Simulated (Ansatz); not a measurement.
Ga2S3 (Cc, No. 9)

Method: r²SCAN-D4 (Ansatz, a program for electronic structure, plane waves, PAW).

Settings: plane-wave cutoff 500 eV, 8×8×8 k mesh, gaussian smearing 0.02 eV, scalar-relativistic PAW data made under PBE.

Cell: relaxed at this level.

For Ga2S3 (Cc, No. 9), the equilibrium volume per atom is 21.47 Å³/atom and the band gap comes out as 2.38 eV (on the SCF k mesh).

Spin–orbit coupling is not included.

Static lattice: no zero-point or thermal effects.
